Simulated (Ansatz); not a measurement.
Consider the formal loss of a carbene: `OCOC(F)F` → `F[C]F` + `OCO`.

Isolated molecules relaxed with PBE0-D4/def2-TZVP in Ansatz; ΔE leaves out vibrations. CCSD(T)/CBS adds triple-zeta CCSD(T) − MP2 to the extrapolated MP2 energy (def2 sets, frozen cores). This one scheme is used for every species. One conformer a species, not always the lowest.

`OCOC(F)F`:

Z-matrix (Å, degrees):
```
C
O 1 1.416
O 1 1.386 2 112.5
H 1 1.092 2 104.2 3 122.6
H 1 1.092 2 110.5 3 -119.1
C 2 1.359 1 114.4 3 70.7
H 3 0.962 1 108.8 2 67.2
F 6 1.358 2 110.4 1 77.0
F 6 1.337 2 107.3 1 -166.2
H 6 1.094 2 113.6 1 -44.5
```

`F[C]F`:

Z-matrix (Å, degrees):
```
C
F 1 1.296
F 1 1.296 2 104.7
```

`OCO`:

```xyz
7

O     0.539    1.080    0.166
C     0.222   -0.279    0.203
O    -0.930   -0.589   -0.523
H     0.708    1.320   -0.751
H     0.114   -0.520    1.266
H     1.013   -0.897   -0.234
H    -1.667   -0.114   -0.127
```

```tsv
species	SCS-MP2/def2-QZVPP energy (Eh)
`OCOC(F)F`	-428.26327
`F[C]F`	-237.45285
`OCO`	-190.71242
```

(1) Work out ΔE.

Largest T1 diagnostic among the species: 0.017.

Results:

(1) ΔE = (-237.45285) + (-190.71242) − (-428.26327) = 0.09800 Eh = +2.67 eV. CCSD(T)/CBS gives +2.61 eV.

The D4 term adds +0.11 eV with B3LYP and +0.06 eV with PBE0; it sums over pairs of atoms, weighted by their polarisabilities, and B3LYP, whose exchange is more repulsive, gets the larger term. In def2-TZVPP, CCSD(T) changes the Hartree–Fock value by +0.17 eV (the triples alone add −0.00 eV) and MP2 by +0.36 eV.

B3LYP here is the variant with VWN-RPA as its local correlation; programs differ in this.
